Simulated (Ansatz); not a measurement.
Barrier H + HO via H2O, on the benchmark's geometries as Psi4's copy gives them; open shells unrestricted, no zero-point energy, no spin–orbit coupling.
Transition structure (charge 0, multiplicity 3, Z-matrix in Å and degrees):
```
O
H 1 1.1893
H 2 0.9116 1 180.00
```

Correlated levels freeze the cores. CBS(a, b) extrapolates the correlation energy as X⁻³ and adds the Hartree–Fock energy of set b.

Run with Ansatz (Gaussian basis) for Hartree–Fock, density functionals and correlated methods. Each number belongs to the level named beside it.

Barrier heights (kcal/mol): PBE/def2-TZVPPD 3.59; B3LYP/def2-TZVPPD 4.03; wB97M-V/def2-TZVPPD 9.03; CCSD(T)/CBS(aug-cc-pVTZ, aug-cc-pVQZ) 10.69.

With all else equal, by what factor does exp(−ΔE‡/RT) at 298.15 K differ from its value at CCSD(T)/CBS(aug-cc-pVTZ, aug-cc-pVQZ)?


RT = 0.5925 kcal/mol, so the factor is exp(−(ΔE‡ − 10.69)/RT): PBE/def2-TZVPPD 160000; B3LYP/def2-TZVPPD 77000; wB97M-V/def2-TZVPPD 17. Each 1.36 kcal/mol is a factor of ten. CCSD(T)/CBS(aug-cc-pVTZ, aug-cc-pVQZ) is the comparison, a level with limits of its own.

Ansatz is a program for electronic structure.
